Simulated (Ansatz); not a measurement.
**H2O2 (hydrogen peroxide) at CAM-B3LYP/def2-TZVPP**

What is the vertical ionisation energy of H2O2 (hydrogen peroxide) at CAM-B3LYP/def2-TZVPP? 

The calculation is run with Ansatz 0.2.0.

38 further runs of the same task are left out: 38 set aside as unsound or not needed.

## Step 1: Starting point

The species is H2O2 (4 atoms), meant as a singlet with charge 0. SMILES: `OO`. The shape is that of a PBE0-D4/def2-TZVP optimisation.

Bond lengths: O1–O2 1.426 Å, O1–H3 0.965 Å, O2–H4 0.965 Å. Angles: O1–O2–H4 101.1°, O2–O1–H3 101.1°.

## Step 2: The energy at CAM-B3LYP/def2-TZVPP

Input file run.yaml:

```yaml
crystal:
  periodic: [false, false, false]
  atoms:
    - {symbol: O, position_ang: [-0.486800, -0.581100, 0.030600]}
    - {symbol: O, position_ang: [0.048300, 0.728400, 0.206900]}
    - {symbol: H, position_ang: [0.186400, -1.117000, 0.467400]}
    - {symbol: H, position_ang: [0.252100, 0.969800, -0.704900]}
basis:
  gaussian:
    orbitals: def2-TZVPP
hamiltonian:
  xc: {name: CAM-B3LYP}
accuracy: high
output:
  orbitals: {seedname: orbitals}
```

On the command line:

```
$ ansatz run run.yaml --threads 1 --pin off --max-ram 3480MiB --events-out events.jsonl --progress --plain --runs-dir runs
```

Output:

```text
Warning: RAYON_NUM_THREADS=1 ignored (pool sized by the plan → 1); use --threads N
Functional definition: CAM-B3LYP
  name "CAM-B3LYP"
  parameter alpha = 0.19
  parameter beta = 0.46
  parameter omega = 0.33/bohr
  parameter ac = 0.81
  exchange = (1 - alpha - beta)*b88_x + beta*b88_x_sr(omega) + alpha*exact_x + beta*exact_x_lr(omega)
  correlation = (1 - ac)*vwn5_c + ac*lyp_c
1537 factors; integrals over basis functions are off by at most 3.6e-9 eV
227 factors; integrals over basis functions are off by at most 1.4e-9 eV
mean field evaluation 1: about -4122.2896 eV, gradient 3.7e1 eV
mean field evaluation 2: about -4122.4524 eV, gradient 3.7e1 eV
mean field evaluation 4: about -4124.4624 eV, gradient 3.1e-1 eV
mean field evaluation 8: about -4124.4608 eV, gradient 6.5e-3 eV
mean field evaluation 16: about -4124.4608 eV, gradient 3.0e-6 eV
mean field -4124.46076523 eV, -151.5711374622 hartree, gradient 1.8e-8 eV, S^2 0.000000; 0 other end points of the search recorded, 0 dependent functions left out
reference -4124.46077816 eV, -151.5711379373 hartree; 9, 9 occupied and 81, 81 virtual orbitals, 1537 factors
Total energy: -4124.46077816 eV, -151.5711379373 hartree
```

Wall time 2.9 s (1 thread of Arm Neoverse V2, shared host); peak memory 0.2 GiB.

## Step 3: The doublet cation at the same level

Input file job.yaml:

```yaml
crystal:
  periodic: [false, false, false]
  atoms:
    - {symbol: O, position_ang: [-0.486800, -0.581100, 0.030600]}
    - {symbol: O, position_ang: [0.048300, 0.728400, 0.206900]}
    - {symbol: H, position_ang: [0.186400, -1.117000, 0.467400]}
    - {symbol: H, position_ang: [0.252100, 0.969800, -0.704900]}
basis:
  gaussian: {orbitals: def2-TZVPP}
total_charge: 1
magnetization: {spin_polarized: true, initial_magnetization: 1}
hamiltonian: {xc: {name: CAM-B3LYP}}
accuracy: high
output: {orbitals: {seedname: orbitals}}
```

On the command line:

```
$ ansatz run job.yaml --threads 1 --pin off --max-ram 3480MiB --events-out events.jsonl --progress --plain --runs-dir runs
```

Output, shortened:

```text
Warning: RAYON_NUM_THREADS=1 ignored (pool sized by the plan → 1); use --threads N
Functional definition: CAM-B3LYP
  name "CAM-B3LYP"
[...]
1537 factors; integrals over basis functions are off by at most 3.6e-9 eV
227 factors; integrals over basis functions are off by at most 1.4e-9 eV
[...]
mean field -4112.84479896 eV, -151.1442585756 hartree, gradient 5.3e-8 eV, S^2 0.754342; 2 other end points of the search recorded, 0 dependent functions left out
reference -4112.84481017 eV, -151.1442589873 hartree; 9, 8 occupied and 81, 82 virtual orbitals, 1537 factors
Total energy: -4112.84481017 eV, -151.1442589873 hartree
```

It took 6.9 s on 1 thread of Arm Neoverse V2, shared host; peak memory 0.26 GiB.

## Step 4: Results

Level: CAM-B3LYP/def2-TZVPP.

| quantity | value |
| --- | --- |
| singlet H2O2: total energy | -151.57114 Eh |
| singlet H2O2: HOMO energy | -9.74 eV |
| singlet H2O2: LUMO energy | 1.67 eV |
| singlet H2O2: HOMO–LUMO gap | 11.41 eV |
| doublet cation: total energy | -151.14426 Eh |
| doublet cation: HOMO energy (highest over α and β) | -20.56 eV |
| doublet cation: LUMO energy (lowest over α and β) | -13.55 eV |
| doublet cation: ⟨S²⟩ | 0.754 |
| vertical ionisation energy (to the doublet cation) | 11.616 eV |

**Reading.** Removing an electron at fixed nuclei costs 11.62 eV (268 kcal/mol). −ε(HOMO) before ionisation, 9.74 eV, is 1.88 eV below this ionisation energy.
